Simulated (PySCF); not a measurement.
Molecule: `InChI=1S/C3H9OP/c1-5(2,3)4/h1-3H3`.

Structure with atom numbers: `[CH3:1][P:2]([CH3:3])([CH3:4])=[O:5]`. Hydrogens are named by the atom that carries them.

Geometry PBE0-D3(BJ)/def2-SVP throughout; GIAO in PySCF 2.14.0 with density-fitted response routines, gas phase, one conformer, non-relativistic; equivalent atoms averaged; functional PBE0.

(1) How do the shifts δ (against TMS, H3PO4, H2O at the same level) depend on the basis set? (ppm; last column core-seconds on 1 thread of an Arm Neoverse V1, shared host)

(2) Which nucleus moves most, in ppm?

(3) Taking the largest basis, def2-TZVP (215 functions), as the yardstick, rank the others by their worst heavy-atom deviation.

Answers

(1) 
```
    basis set  functions  C1/C3/C4      P2     O5  H(C1)/H(C3)/H(C4)  core-s
       STO-3G         38      11.7  -100.8   33.8               0.76       3
        6-31G         67      17.9   -49.7   56.7               0.97     5.9
       6-31G*         92      17.3     5.6   76.8               0.94     7.7
     def2-SVP        119      18.6     6.3  101.4               1.09     9.4
6-311+G(2d,p)        197      19.6     2.4   98.3               1.20      19
    def2-TZVP        215      19.3     6.8  110.1               1.21      23
```

(2) P2 (phosphorus bonded to 3 C, O): from -100.8 ppm with STO-3G to 6.8 ppm with def2-TZVP. The smallest spread is 0.45 ppm, at H(C1)/H(C3)/H(C4). Proton shifts span only some 12 ppm, so a few tenths of a ppm matter as much there as several ppm in carbon.

(3) def2-SVP 8.6 ppm (119 functions), 6-311+G(2d,p) 11.8 ppm (197 functions), 6-31G* 33.3 ppm (92 functions), 6-31G 56.5 ppm (67 functions), STO-3G 107.7 ppm (38 functions).

A small basis that lands close on one nucleus may do so by chance; judge by the trend and by all nuclei.
